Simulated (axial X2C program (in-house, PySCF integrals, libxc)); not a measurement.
**NaCl⁺: cheaper levels and CCSD(T), with spin–orbit coupling**

Computed with an axial X2C code built on PySCF integrals. Two-component (2c) means X2C with spin–orbit coupling and atomic mean-field two-electron Coulomb and Gaunt terms. Basis: Cl dyall-av3z [9s8p3d2f], Na dyall-cv3z [9s8p5d2f] (cores contracted in-house); Gaussian nuclei, density fitting, unrestricted open shells. Masses: Cl 34.969 u, Na 22.990 u.

State: Ω = 3/2 (⟨Sz⟩ = 0.50, ⟨Lz⟩ = 1.00 at HF); fragments Cl + Na+.

| level | Re (Å) | ωe (cm⁻¹) | De (eV) |
| --- | --- | --- | --- |
| PBE0 | 2.784 | 158.9 | 0.288 |
| HF | 2.848 | 145.2 | 0.119 |
| MP2 | 2.801 | 154.2 | 0.315 |
| CCSD | 2.813 | 151.9 | 0.318 |
| PBE50 | 2.775 | 159.2 | 0.275 |

Correlated methods: 15 electrons correlated (number of frozen shells: Cl 2 s, 1 p; Na 1 s), 219 virtual spin orbitals or spinors in MP2, 90 natural virtuals in coupled cluster.

CCSD(T), same Hamiltonian and basis:

Re = 2.804 Å, ωe = 154.7 cm⁻¹, De = 0.29 eV; T1 = 0.004 (Lee–Taylor normalisation).

(1) Give the differences from CCSD(T) in the columns below.

Occupations by symmetry block were frozen at the best pattern of an incomplete PBE0 search. Dissociation energies refer to the lowest single-determinant-based atoms at the same level and basis. Density functionals use the spin component along the axis (collinear). Coupled cluster ran in a truncated set of natural virtual spinors; the MP2 energy of the rest was added. (T) has no such correction and the atoms are truncated less, which lowers De at CCSD(T) by a hundredth of an eV or more. In 2c an atomic determinant is not the ground J level, so De misses part of the atomic spin–orbit lowering. This holds for PBE0, PBE50. Other states lie close and PBE0, whose exact exchange favours high spin, may order them wrongly; the determinant shown need not be the ground state. The nearest other 2c determinant of the search, Ω = 1/2, lies 0.07 eV up at the distance of the search. The functionals have no current-density term, which raises determinants with orbital currents, atoms included. The atomic limit has a lower orbital projection than the molecule and lies lower at mean-field level, so De may be about a tenth of an eV too small. The bond is weak, and without diffuse functions and with truncated virtuals even CCSD(T) can be tens of per cent off in De.

Answers

(1) 

```json
{"level": "PBE0", "ΔRe (Å)": "-0.020", "Δωe (cm⁻¹)": "4.2"}
{"level": "HF", "ΔRe (Å)": "0.044", "Δωe (cm⁻¹)": "-9.5"}
{"level": "MP2", "ΔRe (Å)": "-0.003", "Δωe (cm⁻¹)": "-0.5"}
{"level": "CCSD", "ΔRe (Å)": "0.009", "Δωe (cm⁻¹)": "-2.8"}
{"level": "PBE50", "ΔRe (Å)": "-0.029", "Δωe (cm⁻¹)": "4.5"}
```
